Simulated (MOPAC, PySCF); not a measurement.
C$_{2}$H$_{4}$, SMILES `C=C`, neutral singlet in the gas phase. 

Z-matrix (Å, degrees):
```
C
C 1 1.3195
H 1 1.0826 2 121.67
H 2 1.0826 1 121.67 3 -180.00
H 2 1.0826 4 116.65 1 -180.00
H 1 1.0826 3 116.65 2 -180.00
```
Charge 0, spin multiplicity 1.

All levels are single points at this geometry (CAM-B3LYP-D3(BJ)/def2-TZVP); Pople sets use spherical d functions. Orbital energies aren't observables, and empty levels follow the basis.

HF/3-21G in PySCF gives gap (eV) = 15.36.

Q: Estimate the gap (eV) from each of these levels: CAM-B3LYP-D3(BJ)/def2-TZVP in PySCF; B3LYP/3-21G in PySCF; B3LYP/6-311+G** in PySCF; PBE/6-31G* in PySCF; PM7 in MOPAC.

A: 
```
level                                gap (eV)
-----------------------------------  --------
CAM-B3LYP-D3(BJ)/def2-TZVP in PySCF     10.60
B3LYP/3-21G in PySCF                     8.08
B3LYP/6-311+G** in PySCF                 7.45
PBE/6-31G* in PySCF                      6.06
PM7 in MOPAC                            11.87
```
